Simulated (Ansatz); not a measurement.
One change: `FCC1=C(F)N1` becomes `FC1=CN1`.

Ansatz, PBE0-D4/def2-TZVP geometries, multiplicity 1. Each molecule was computed in one conformer, which needn't be the lowest.

```csv
property,`FCC1=C(F)N1`
HOMO energy (ωB97M-V/def2-TZVPP) / eV,-8.92
HOMO energy (PBE0/def2-TZVPP) / eV,-6.64
HOMO energy (B3LYP/def2-TZVPP) / eV,-6.45
LUMO energy (PBE/def2-TZVPP) / eV,-1.41
size of the dipole moment (PBE/def2-TZVPP) / D,2.78
size of the dipole moment (B3LYP/def2-TZVPP) / D,2.95
```

Give the same properties after the change, and the shifts. (Best estimate.)

Computed: 
| property | `FC1=CN1` | shift |
| --- | --- | --- |
| HOMO energy (ωB97M-V/def2-TZVPP) / eV | -8.76 | 0.16 |
| HOMO energy (PBE0/def2-TZVPP) / eV | -6.45 | 0.19 |
| HOMO energy (B3LYP/def2-TZVPP) / eV | -6.25 | 0.20 |
| LUMO energy (PBE/def2-TZVPP) / eV | -0.90 | 0.51 |
| size of the dipole moment (PBE/def2-TZVPP) / D | 1.54 | -1.24 |
| size of the dipole moment (B3LYP/def2-TZVPP) / D | 1.66 | -1.29 |

With PBE0 the HOMO rises by 0.19 eV and the LUMO rises by 0.53 eV, so the gap widens by about 0.34 eV. PBE moves the HOMO by 0.23 eV and ωB97M-V by 0.16 eV. Dipoles are sizes alone; their direction can turn.

B3LYP here is the variant with VWN-RPA as its local correlation; programs differ in this.
